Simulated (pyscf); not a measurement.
Single points on ωB97X-D3(BJ)/def2-SVP structures (PySCF, gas phase).

Task: For HO–SiH₂–OH + H• → HO–SiH•–OH + H₂, a hydrogen abstraction (doublet surface; H–Si broken, H–H formed), PBE/def2-TZVP gives ΔE‡ = 0.07 eV and ΔE = -0.52 eV (zero: the separated reactants). In which direction and how far do r²SCAN/def2-TZVP, M06-2X/def2-TZVP, ωB97M-D3(BJ)/def2-TZVP move these?

Result: r²SCAN: ΔE‡ = 0.04 eV, ΔE = -0.54 eV; M06-2X: ΔE‡ = 0.35 eV, ΔE = -0.44 eV; ωB97M-D3(BJ): ΔE‡ = 0.31 eV, ΔE = -0.33 eV. PBE's barrier lies among them. Its reaction energy lies among theirs. This is the saddle that the search found; another between the same sides may lie lower. The angle at the transferred H is 177°.
